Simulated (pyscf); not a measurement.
Thermochemistry of product channels of H₃C–O⁻ (SMILES C[O-]) + HC≡CH (SMILES C#C) on the singlet surface, in kJ/mol, from CCSD(T)/def2-TZVPPD + ΔMP2(QZVPPD) energies (ideal gas, 1 atm, RRHO with modes under 100 cm⁻¹ raised to 100, one conformer, R ln 2 for chiral ones without a mode under 150 cm⁻¹). Optimised with ωB97X-D3(BJ)/def2-SVPD in PySCF. Correlated levels are frozen-core, on RHF or UHF. ΔMP2 is the change of the MP2 total energy from the triple- to the quadruple-zeta basis.

| products | ΔE | ΔH(298 K) | ΔG(298 K) | ΔG(900 K) |
|---|---|---|---|---|
| H₂C=O (SMILES C=O) + HC⁻=CH₂ (SMILES [CH-]=C) | +22.9 | +22.7 | +14.9 | +1.3 |
| HC⁻=CH–O–CH₃ (SMILES [CH-]=COC) | -78.2 | -63.4 | -23.2 | +58.3 |

The channel to HC⁻=CH–O–CH₃ turns unfavourable between 298 and 1200 K (ΔG from -23.2 kJ/mol to +98.1 kJ/mol).

These are energies of the channels, which say nothing of barriers. HC⁻=CH–O–CH₃ lies 77.4 kJ/mol over its isomer H₂C⁻–CH₂–CH=O (electronic energy, ωB97M-D3(BJ)). The CCSD(T) − MP2 part came from Ansatz, without density fitting, on the same reference.
